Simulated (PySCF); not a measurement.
These are B3LYP-D3(BJ)/def2-TZVP // PBE0-D3(BJ)/def2-SVP (PySCF) values and carry that method's errors. Isolated molecules, 0 K electronic values unless said otherwise. B3LYP has the VWN-RPA correlation part, as in Gaussian. 

Reference species (SMILES): `O` (neutral, multiplicity 1).

dipole moment: 2.10 D
HOMO–LUMO gap: 8.99 eV

Changed species: `N` (free base NH3; the reference has free base H2O).

Give the shifts of the dipole moment and HOMO–LUMO gap.

the dipole moment falls by 0.32 D, to 1.78 D; the HOMO–LUMO gap falls by 0.96 eV, to 8.03 eV.
